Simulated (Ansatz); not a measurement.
**CH$_{3}$Cl, triplet: from triple and quadruple zeta to the limit**

```xyz
5

Cl   -0.8790    0.0000    0.0000
H     0.7530    0.0000    0.0000
C     2.1080    0.0000    0.0000
H     2.5225    0.0000    0.9962
H     2.5225    0.0000   -0.9962
```

Connectivity, by distances: Cl ··· CH2, 1 bridging H.

Ansatz 0.2.0, UHF determinant, valence electrons correlated. Energies in eV.

```json
{"set": "def2-TZVPP", "X": "3", "functions": "115", "Hartree–Fock": "-13578.9203", "MP2 correlation": "-9.0350", "CCSD(T) correlation": "-10.5719", "time": "14 s on 1 × NVIDIA H100 80GB HBM3 with 1 thread of AMD EPYC 7R13 Processor (Zen 3), on a shared host"}
{"set": "def2-QZVPP", "X": "4", "functions": "217", "Hartree–Fock": "-13579.3208", "MP2 correlation": "-9.8235", "CCSD(T) correlation": "-11.3422", "time": "16 s on 1 × NVIDIA H100 80GB HBM3 with 1 thread of AMD EPYC 7R13 Processor (Zen 3) (shared host)"}
```

Hartree–Fock is taken to follow E(X) = E∞ + A·exp(−7.88·√X), correlation E(X) = E∞ + B·X^−2.97.

Cautions: lower spins were not checked.

Work out the CCSD(T) energy at the limit, and how far the shortcut misses it that extrapolates MP2 and adds CCSD(T) minus MP2 from the smaller set.

Hartree–Fock: E∞ = E4 + 0.1377·(E4 − E3) = -13579.3759. Correlation: E∞ = E4 + 0.7407·(E4 − E3) = -11.9128 for CCSD(T) and -10.4076 for MP2. The limit is -13591.2887 eV, 0.626 eV below def2-QZVPP. The shortcut gives a correlation energy of -10.4076 + (-1.5369) = -11.9444, 32 meV lower than the direct value.

Past Ne part of the Hartree–Fock step between the two sets comes from the cores, which don't follow the formula, so the 55 meV that it adds to the total can overshoot; that part largely cancels in differences.
